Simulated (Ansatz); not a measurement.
Reaction: CH6SSi (methylsulfanylsilane, SMILES [SiH3]SC) → SiH3S (SMILES [SiH3][S], doublet) + CH3 (SMILES [CH3], doublet) (the C-S bond breaks)
Each species at its own B3LYP-D3(BJ)/def2-TZVP minimum (Ansatz, a quantum-chemistry and plane-wave program).

Property: bond dissociation energy (electronic), in kcal/mol. Open shells are spin-unrestricted; no spin-orbit coupling. Correlated methods leave the cores frozen. Rows without X2C or -DK are non-relativistic. CBS(X,Y): correlation extrapolated as X^-3, Hartree-Fock from the larger set. A bracket is a step between two methods taken in the basis named. Functionals run without relativity, which enters their misses. Double hybrids freeze cores in their MP2 part. '+ core + X2C': CCSD(T) terms for core correlation (cc-pwCVTZ, 1s frozen past Ne) and scalar relativity (cc-pVTZ-DK).

```csv
level,program,bond dissociation energy (kcal/mol),difference against the last row
HF/cc-pV(D+d)Z,Ansatz,45.1,-33.4
HF/cc-pV(T+d)Z,Ansatz,45.1,-33.4
HF/cc-pV(Q+d)Z,Ansatz,45.0,-33.5
r2SCANh/def2-TZVPD,Ansatz,71.6,-6.9
B2GP-PLYP/def2-TZVPD,Ansatz,74.7,-3.8
CCSD(T)/cc-pV(D+d)Z,Ansatz,71.9,-6.6
"CCSD(T)/CBS(cc-pV(T+d)Z,cc-pV(Q+d)Z)",Ansatz,78.5,0.0
CCSDT(Q)/cc-pV(D+d)Z,Ansatz,71.9,-6.6
"CCSD(T)/CBS(cc-pV(T+d)Z,cc-pV(Q+d)Z) + [CCSDT(Q) - CCSD(T)]/cc-pV(D+d)Z + core + X2C",Ansatz,78.5,0.0
```
